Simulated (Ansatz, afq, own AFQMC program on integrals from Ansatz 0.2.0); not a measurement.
Where AFQMC and coupled cluster stand for BH$_{4}$, doublet

```xyz
5

B     0.0000    0.0000    0.0000
H     0.6328    1.2399    1.2371
H    -0.6475   -1.2325    1.2368
H    -0.6300    1.2340   -1.2444
H     0.6447   -1.2413   -1.2295
```

Basis 6-31G. Noble-gas cores (and the filled d shells of Ga–Kr and In–Xe) are frozen. AFQMC by an in-house program on the Cholesky factors that Ansatz 0.2.0 writes for its CCSD(T) run. ph-AFQMC/CISD is guided by a CISD state made of CCSD amplitudes; releasing the constraint for a short imaginary time cuts its bias at the price of noise, slowly where states lie close. Error bars are statistical, one sigma.

Determinant: ROHF, the one that the program's search chose, which needn't be the lowest solution. The geometry is a point of a scan.

Full CI on the same integrals is exact in this basis and with this determinant's frozen core.

Cautions: a spin-contaminated unrestricted determinant lies lower (UHF 891 meV lower, ⟨S²⟩ 1.35); the search met a lower determinant of the same kind, perhaps of another symmetry (94 meV lower); raised T1 diagnostic (T1 0.042, weight of the determinant 0.80, largest double 0.14); the released energies are still falling, so no released level is given (meV from the phaseless value at times in 1/Eh: -17 ± 7 at 0.24, -19 ± 5 at 0.51, -32 ± 4 at 0.99, -48 ± 6 at 1.62, -274 ± 221 at 2.40).

```
T1 diagnostic                               : 0.0418
weight of the determinant in the CISD state : 0.797
size of the correlated space                : 7 electrons in 16 orbitals
```

Reference: full CI, correlation energy -4.476 eV.

| level | E − E(reference) (kJ/mol) | share of correlation (%) |
| --- | --- | --- |
| HF | 431.9 | 0.00 |
| MP2 | 168.8 | 60.92 |
| CCSD | 26.1 | 93.96 |
| CCSD(T) | 7.2 | 98.34 |
| CCSDT | 0.5 | 99.89 |
| CCSDT(Q) | 0.2 | 99.95 |
| CCSDTQ | -0.1 | 100.02 |
| ph-AFQMC/CISD | 7.7 ± 0.5 | 98.21 |

CCSDT and higher add their correlation energy to the determinant of the CCSD(T) run, since their own runs factorise the integrals more tightly (a shift of under 2 meV). A walk keeps the symmetry of its determinant, which the program's search chose and which needn't be the lowest solution, so a lower state of the same spin and another symmetry isn't excluded.
